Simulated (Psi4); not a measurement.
Psi4 input (wB97X-D/6-311+G**):

```
memory 1500 MB

molecule {
0 2
H     0.01447342    0.08638095    2.15652780
N     0.00783130    0.06957397    1.15314312
C     0.00674851    1.15106397    0.33837805
C    -0.00183715   -1.06265205    0.35791557
C    -0.00329642    0.78425359   -0.97400704
C    -0.00878289   -0.64908884   -0.95028013
H    -0.00286866   -2.04741204    0.79197534
H    -0.00643389    1.42496570   -1.83754978
H    -0.01698230   -1.29241246   -1.81499389
symmetry c1
no_reorient
no_com
}

set {
  basis 6-311+G**
  reference uks
  scf_type df
  df_basis_scf def2-universal-jkfit
  dft_radial_points 99
  dft_spherical_points 590
  e_convergence 1e-8
  d_convergence 1e-7
  maxiter 150
}

e = energy('wb97x-d')
print_out(f'\nFINAL {e:.10f} DIPOLE {variable("CURRENT DIPOLE")[0]:.6f} {variable("CURRENT DIPOLE")[1]:.6f} {variable("CURRENT DIPOLE")[2]:.6f}\n')
```

Task: What final total energy does it give?

Result: -209.45063 Eh.
